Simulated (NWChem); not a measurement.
System: disilane (Si₂H₆); SMILES [SiH3][SiH3]

Parts of the log:

```
             Northwest Computational Chemistry Package (NWChem) 7.3.0
             --------------------------------------------------------

 D3D symmetry detected

                             Geometry "geometry" -> ""
                             -------------------------

 Output coordinates in angstroms (scale by  1.889725989 to convert to a.u.)

  No.       Tag          Charge          X              Y              Z
 ---- ---------------- ---------- -------------- -------------- --------------
    1 Si                  14.0000     0.00000000     0.00000000     1.17589000
    2 Si                  14.0000     0.00000000     0.00000000    -1.17589000
    3 H                    1.0000    -0.99873393     0.99873393     1.69680200
    4 H                    1.0000     1.36429592     0.36556199     1.69680200
    5 H                    1.0000    -0.36556199    -1.36429592     1.69680200
    6 H                    1.0000    -1.36429592    -0.36556199    -1.69680200
    7 H                    1.0000     0.99873393    -0.99873393    -1.69680200
    8 H                    1.0000     0.36556199     1.36429592    -1.69680200

 Effective nuclear repulsion energy (a.u.)      90.0365982555

      Symmetry information
      --------------------

 Group name             D3d
 Group number             33
 Group order              12
 No. of unique centers     2

 Summary of "cd basis" -> "" (spherical)
 ------------------------------------------------------------------------------
       Tag                 Description            Shells   Functions and Types
 ---------------- ------------------------------  ------  ---------------------
 *                  Weigend Coulomb Fitting           on all atoms

                                 NWChem DFT Module
                                 -----------------

 Summary of "ao basis" -> "ao basis" (spherical)
 ------------------------------------------------------------------------------
       Tag                 Description            Shells   Functions and Types
 ---------------- ------------------------------  ------  ---------------------
 Si                          6-31g*                  8       18   4s3p1d
 H                           6-31g*                  2        2   2s

 Summary of "cd basis" -> "cd basis" (spherical)
 ------------------------------------------------------------------------------
       Tag                 Description            Shells   Functions and Types
 ---------------- ------------------------------  ------  ---------------------
 Si                 Weigend Coulomb Fitting         17       51   8s4p3d1f1g
 H                  Weigend Coulomb Fitting          5       11   3s1p1d

      Symmetry analysis of basis
      --------------------------

        a1g        10
        a1u         0
        a2g         0
        a2u        10
        eg         14
        eu         14

  Rotation of axis

            General Information
            -------------------
          SCF calculation type: DFT
          Wavefunction type:  closed shell.
          No. of atoms     :     8
          No. of electrons :    34
           Alpha electrons :    17
            Beta electrons :    17
          Charge           :     0
          Spin multiplicity:     1
          Use of symmetry is: on ; symmetry adaption is: on
          Maximum number of iterations: 150
          AO basis - number of functions:    48
                     number of shells:    28
          A Charge density fitting basis will be used.
          CD basis - number of functions:   168
                     number of shells:    64
          Convergence on energy requested:  1.00D-06
          Convergence on density requested:  1.00D-05
          Convergence on gradient requested:  5.00D-04

              XC Information
              --------------
                      r^2SCAN Method XC Functional
               r^2SCAN metaGGA Exchange Functional  1.000
                     r^2SCAN Correlation Potential  1.000

             Grid Information
             ----------------
          Grid used for XC integration:  medium
          Radial quadrature: Mura-Knowles
          Angular quadrature: Lebedev.
          Tag              B.-S. Rad. Rad. Pts. Rad. Cut. Ang. Pts.
          ---              ---------- --------- --------- ---------
          Si                  1.10       88          10.0       590
          H                   0.35       45          11.0       434
          Grid pruning is: on
          Number of quadrature shells:   133
          Spatial weights used:  Erf1

      Superposition of Atomic Density Guess
      -------------------------------------

 Sum of atomic energies:        -580.62401028

      Non-variational initial energy
      ------------------------------

 Total energy =    -581.133831
 1-e energy   =    -983.132625
 2-e energy   =     311.962197
 HOMO         =      -0.323962
 LUMO         =       0.078085

      Symmetry analysis of molecular orbitals - initial
      -------------------------------------------------

  Numbering of irreducible representations:

     1 a1g         2 a1u         3 a2g         4 a2u         5 eg
     6 eu

[...]

                         DFT ENERGY GRADIENTS

    atom               coordinates                        gradient
                 x          y          z           x          y          z
   1 Si      0.000000   0.000000   2.222110   -0.000000   0.000000  -0.001119
   2 Si      0.000000   0.000000  -2.222110    0.000000  -0.000000   0.001119
   3 H      -1.887333   1.887333   3.206491   -0.003486   0.003486   0.001294
   4 H       2.578145   0.690812   3.206491    0.004763   0.001276   0.001294
   5 H      -0.690812  -2.578145   3.206491   -0.001276  -0.004763   0.001294
   6 H      -2.578145  -0.690812  -3.206491   -0.004763  -0.001276  -0.001294
   7 H       1.887333  -1.887333  -3.206491    0.003486  -0.003486  -0.001294
   8 H       0.690812   2.578145  -3.206491    0.001276   0.004763  -0.001294
```

Level: r2SCAN/6-31G* (spherical d), Coulomb fitting. Geometry: optimised at PBE-D3(BJ)/def2-SVP.

Q: Reconstruct the input file.

A: Several could match; the one computed here: the input that was run:
```
start job
memory heap 200 mb stack 900 mb global 1100 mb
geometry units angstroms noautoz
  Si     0.000000     0.000000     1.175890
  Si     0.000000     0.000000    -1.175890
  H     -1.336674    -0.456334     1.696802
  H      0.273141     1.385761     1.696802
  H      1.063534    -0.929427     1.696802
  H     -0.273141    -1.385761    -1.696802
  H      1.336674     0.456334    -1.696802
  H     -1.063534     0.929427    -1.696802
end
basis spherical
  * library 6-31g*
end
basis "cd basis" spherical
  * library "Weigend Coulomb Fitting"
end
dft
  xc r2scan
  iterations 150
end
task dft gradient
```
